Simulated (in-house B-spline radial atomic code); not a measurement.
The numbers below are computed, except where a source is named.
Cl ion on C atom: potential, deflection and energy transfer

The pair potential comes from two frozen, spherical free-atom densities (PBE, B-spline radial code, scalar-relativistic past argon): electrostatics plus the change in Thomas-Fermi kinetic and Dirac exchange energy where they overlap, the recipe behind the universal ZBL potential, which averages such potentials (from solid-state densities) over many pairs. It is written V = (Z1 Z2 e²/r) φ(r/a), with e² = 14.3996 eV·Å and a = 0.46850 Å/(Z1^0.23 + Z2^0.23); ZBL's fit is φ = 0.18175 e^(−3.1998x) + 0.50986 e^(−0.94229x) + 0.28022 e^(−0.4029x) + 0.02817 e^(−0.20162x). Where φ falls below 4e-4 it is continued as an exponential.

Masses 35.45 and 12.01 u.

| x = r/a | φ, this pair | φ, ZBL |
| --- | --- | --- |
| 0.1 | 0.9017 | 0.8928 |
| 0.25 | 0.7838 | 0.7647 |
| 0.5 | 0.6422 | 0.6096 |
| 1 | 0.4507 | 0.4164 |
| 1.5 | 0.3309 | 0.2995 |
| 2 | 0.2507 | 0.2218 |
| 3 | 0.1531 | 0.1292 |
| 4 | 0.1003 | 0.08026 |
| 5 | 0.06675 | 0.05224 |
| 6.5 | 0.03544 | 0.02914 |
| 8 | 0.0191 | 0.01705 |
| 10 | 0.009324 | 0.008778 |
| 12 | 0.004985 | 0.00474 |
| 14.5 | 0.002276 | 0.002328 |
| 17 | 0.0009518 | 0.001212 |

Task: At x = 1 the electrostatic, kinetic and exchange parts are 3481.78, 1449.74 and -87.35 eV. Find r, V and φ.

Result: a = 0.46850/(1.9187 + 1.5100) = 0.13664 Å, so r = 0.13664 Å. V = 3481.78 + 1449.74 + (-87.35) = 4844.17 eV. The bare repulsion is 17 × 6 × 14.3996/0.13664 = 10749 eV, so φ = 0.4507, +8.2 % against ZBL's 0.4164. The kinetic (Pauli) term is 30 % of V here.

Task: The ion comes in at 42.48 keV with impact parameter 0.2733 Å. The scattering integral gives a centre-of-mass angle of 10.84° and a closest approach of 2.121 a. What are the reduced energy, the energy passed on and the laboratory angles?

Result: ε = E a M2/(Z1 Z2 e² (M1 + M2)) = 42480 × 2.3542e-05 = 1. The most that one collision can pass on is γE with γ = 4 M1 M2/(M1 + M2)² = 0.7561. Here T = γE sin²(θ/2) = 0.7561 × 42480 × 0.008915 = 286.3 eV. The ion turns by arctan(sin θ/(cos θ + M1/M2)) = 2.7°, and the struck atom leaves at (180° − θ)/2 = 84.6°. The closest approach is 0.290 Å. With ZBL the angle would be 9.88° and T = 238.1 eV.
